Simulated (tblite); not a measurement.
Compound: C₃H₄ClFO.
Numbering: `[O:1]=[CH:2][CH2:3][C@@H:4]([F:5])[Cl:6]` (hydrogens: H7 on C2; H8, H9 on C3; H10 on C4)

Computed geometry: GFN2-xTB, gas phase.

Entries marked ? are missing.

```tsv
coordinate	value
O1=C2	?
C2–C3	?
C3–C4	?
C4–F5	1.358 Å
C4–Cl6	1.787 Å
C2–H7	1.106 Å
C3–H8	1.092 Å
C3–H9	1.092 Å
C4–H10	1.096 Å
O1–C2–C3	125.5°
C2–C3–C4	?
C3–C4–F5	109.9°
C3–C4–Cl6	?
F5–C4–Cl6	?
```

Task: Fill in the missing values.

Result: 
- O1=C2 = 1.194 Å, drawn double (aldehyde oxygen to aldehyde carbon); 0.20 Å below the sum of covalent radii, 1.39 Å.
- C2–C3 = 1.511 Å, drawn single (aldehyde carbon to sp3 carbon next to a carbonyl); 0.02 Å above the sum of covalent radii, 1.49 Å.
- C3–C4 = 1.521 Å, drawn single (sp3 carbon next to a carbonyl to sp3 C–F carbon); equal to the sum of covalent radii, 1.52 Å.
- C2–C3–C4 = 112.1°, at the sp3 carbon next to a carbonyl; the outer atoms are 2.515 Å apart.
- C3–C4–Cl6 = 110.9°, at the sp3 C–F carbon; the outer atoms are 2.728 Å apart.
- F5–C4–Cl6 = 107.8°, at the sp3 C–F carbon; the outer atoms are 2.553 Å apart.

Radii are Cordero's, carbon taken as 0.76, 0.73 or 0.69 Å for four, three, and two or fewer neighbours.

Its GFN2-xTB frequencies are all real (lowest 46 cm⁻¹). The numbers are those of one conformer (O1–C2–C3–C4 12°, C2–C3–C4–F5 81°). 3 starts were optimised and ended at 0.00, 2.69 and 3.35 kcal/mol (GFN2-xTB); the lowest of these is shown.

Time: 0.2 s of wall time. Hardware: one thread of an Arm Neoverse V1, no GPU, shared host. That covers the optimisation of the geometry.
